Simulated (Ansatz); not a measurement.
# The beryllium atom (singlet): from Hartree-Fock to the top rungs, 6-31G

How much of the correlation energy of the beryllium atom (singlet) does each wave-function method recover here?

Method: 6-31G, core rule «outside noble gas», up to 1 orbitals frozen; program: Ansatz 0.2.0, Gaussian basis.

Plan: CCSD(T) on UHF; BCCD(T) on RHF; CASSCF and MRCISD+Q, 2 electrons in 4 orbitals; CASSCF and MRCISD+Q(relaxed), 2 electrons in 4 orbitals; CASSCF and NEVPT4(SD), 2 electrons in 4 orbitals; CASSCF and NEVPT2, 2 electrons in 4 orbitals; Full CI.

**1. The atom**

A free atom, in its lowest state of this spin that the program finds.

1 atom, charge 0, spin multiplicity 1.

**2. CCSD(T) on UHF**

in.yaml reads:

```yaml
crystal:
  periodic: [false, false, false]
  atoms:
    - {symbol: Be, position_ang: [0.000000, 0.000000, 0.000000]}
basis:
  gaussian: {orbitals: 6-31G}
magnetization: {spin_polarized: true, initial_magnetization: 0}
correlation: {method: ccsd_t, electrons: outside_noble_gas}
```

The run is started by

```bash
> ansatz run in.yaml --threads 1 --pin off --events-out ev --progress --plain --max-ram 3916MiB
```

After this run come: BCCD(T) on RHF; CASSCF and MRCISD+Q, 2 electrons in 4 orbitals; CASSCF and MRCISD+Q(relaxed), 2 electrons in 4 orbitals; CASSCF and NEVPT4(SD), 2 electrons in 4 orbitals; CASSCF and NEVPT2, 2 electrons in 4 orbitals; Full CI.

Q: Predict the results of all the runs planned. Wanted: FCI below the UHF energy; UMP2 from FCI; UCCSD(T) from FCI; NEVPT2 valence from FCI; NEVPT4(SD) valence from FCI; MRCISD+Q valence from FCI; effectively unpaired electrons.

**Answer**, as computed:

| quantity | value |
| --- | --- |
| FCI below the UHF energy | -1.2352 eV |
| UMP2 from FCI | +617.9 meV |
| UCCSD(T) from FCI | 0.0 meV |
| NEVPT2 valence from FCI | +10.2 meV |
| NEVPT4(SD) valence from FCI | +0.2 meV |
| MRCISD+Q valence from FCI | -2.4 meV |
| levels within 1 kcal/mol (43 meV) | UCCSD, UCCSD(T), BCCD(T), CASSCF valence, NEVPT2 valence, NEVPT4(SD) valence, MRCISD valence, MRCISD+Q valence, MRCISD+Q(relaxed) valence |
| effectively unpaired electrons | 0.18 |

UCCSD(T) misses by 0.0 meV, 0.0 % of the correlation energy. MRCISD valence, MRCISD+Q valence, MRCISD+Q(relaxed) valence fall below full CI, which methods that aren't variational can do. One determinant dominates. Of the multireference levels listed NEVPT4(SD) valence comes nearest in total energy (+0.2 meV), which doesn't show that its space is the better one. Coupled cluster took another determinant than the lowest Hartree-Fock one. These misses are within one basis, not against nature. With two correlated electrons CCSD is exact in the basis.
